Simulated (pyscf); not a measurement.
Optimised with ωB97X-D3(BJ)/def2-SVP in PySCF.

SnH₄ + CH₃• → H₃C–SnH₃ + H•
Surface: doublet. Broken: H–Sn. Formed: C–Sn. Give ΔE‡ and ΔE from ωB97M-D3(BJ)/def2-TZVP, relative to the separated reactants.

ΔE‡ = 16.7 kcal/mol, ΔE = +7.6 kcal/mol. CCSD(T)/def2-TZVPP + ΔMP2(QZVPP) gives 14.6 kcal/mol and +6.7 kcal/mol. Zero-point energy shifts the barrier by +1.3 kcal/mol. It is a substitution at Sn, with an imaginary mode of 594i cm⁻¹. The same reactants have a lower exit, to SnH₃• + CH₄ (barrier +3.1 kcal/mol at ωB97M-D3(BJ)/def2-TZVP, against +16.7 kcal/mol here). This is the saddle that the search found; another between the same sides may lie lower. The angle at the attacked Sn is 180°. The CCSD(T) − MP2 part came from Ansatz, without density fitting, on the same reference. The frozen core leaves the outer d or s,p core shells of the metals and heavy elements correlated in the MP2 and CC values, and def2-TZVPP describes them poorly, which can shift differences by a few kcal/mol. Elements past Kr carry the def2 core potentials, without spin-orbit coupling.
